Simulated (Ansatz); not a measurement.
Cost against result

Saddle point of CH4ClS (charge -1), singlet ([CH₃Cl ([CH3][Cl]) + HS]⁻ → [CH₄S ([CH3][SH]) + Cl]⁻; bonds formed: C2–S3; bonds broken: Cl1–C2), PBE0-D4/def2-TZVPD structure:

| atom | x (Å) | y (Å) | z (Å) |
| --- | --- | --- | --- |
| Cl1 | -1.3472 | 0.9624 | 2.0819 |
| C2 | -0.3265 | 0.0427 | 0.3707 |
| S3 | 0.8471 | -1.0235 | -1.6009 |
| H4 | -0.5957 | 0.8177 | -0.3202 |
| H5 | -0.9076 | -0.8599 | 0.3924 |
| H6 | 0.6418 | 0.0475 | 0.8323 |
| H7 | 1.6881 | 0.0131 | -1.7563 |

Barriers are electronic and count from the start structure reached by relaxing down the imaginary mode.

Program: Ansatz 0.2.0. Basis: as named in each row. Cores are frozen in the correlated methods. B3LYP uses VWN-RPA correlation. Extrapolation: Hartree–Fock as exp(−7.88 √X), correlation as X^−2.97.

Times are rough, for one single point on 2 threads of a shared host (Intel Xeon Platinum 8259CL).

The estimate by CCSD(T) at an estimated basis limit (MP2 extrapolated from triple and quadruple zeta, plus CCSD(T) − MP2 in triple zeta) is 8.62 kcal/mol.

| method | basis | time (s) | barrier (kcal/mol) | method less estimate |
| --- | --- | --- | --- | --- |
| HF | STO-3G | under 1 | -5.92 | -14.54 |
| PBE-D4 | STO-3G | under 1 | -32.05 | -40.66 |
| SPW92 | def2-SVP | under 1 | 0.93 | -7.68 |
| PBE-D4 | def2-SVP | under 1 | 0.74 | -7.88 |
| B3LYP-D4 | 6-31G | 1 | -4.02 | -12.64 |
| PBE0-D4 | def2-SVP | 1 | 4.27 | -4.35 |
| SPW92 | def2-TZVPPD | 2 | 2.38 | -6.23 |
| CCSD(T) | def2-SVP | 2 | 9.38 | 0.76 |
| PBE-D4 | def2-TZVPPD | 3 | 2.34 | -6.28 |
| BLYP-D4 | def2-TZVPPD | 3 | 0.81 | -7.81 |
| wB97M-V | def2-SVP | 4 | 7.32 | -1.29 |
| B3LYP-D4 | def2-TZVPPD | 4 | 4.21 | -4.41 |
| PBE0-D4 | def2-TZVPPD | 4 | 6.17 | -2.44 |
| BHLYP-D4 | def2-TZVPPD | 4 | 8.20 | -0.42 |
| r2SCAN-D4 | def2-TZVPPD | 4 | 3.23 | -5.39 |
| CAM-B3LYP-D4 | def2-TZVPPD | 5 | 7.98 | -0.64 |
| r2SCAN0-D4 | def2-TZVPPD | 6 | 6.50 | -2.12 |
| RPA on PBE | def2-TZVPPD | 6 | 5.76 | -2.86 |
| B97M-V | def2-TZVPPD | 9 | 6.10 | -2.52 |
| PBE-QIDH | def2-TZVPPD | 9 | 8.86 | 0.24 |
| wB97X-V | def2-TZVPPD | 10 | 10.14 | 1.53 |
| B2PLYP | def2-TZVPPD | 10 | 6.10 | -2.52 |
| wB97M-V | def2-TZVPPD | 12 | 8.98 | 0.37 |
| MP2 | def2-QZVPPD | 28 | 9.69 | 1.08 |
| CCSD(T) | def2-TZVPPD | 56 | 8.41 | -0.20 |

All methods are single points on the PBE0-D4 structures; a negative value means that the method puts the saddle structure below the start.

The T1 diagnostic stays at or below 0.018.

Labels in which every atom is bracketed show which atoms are joined, not bond orders.
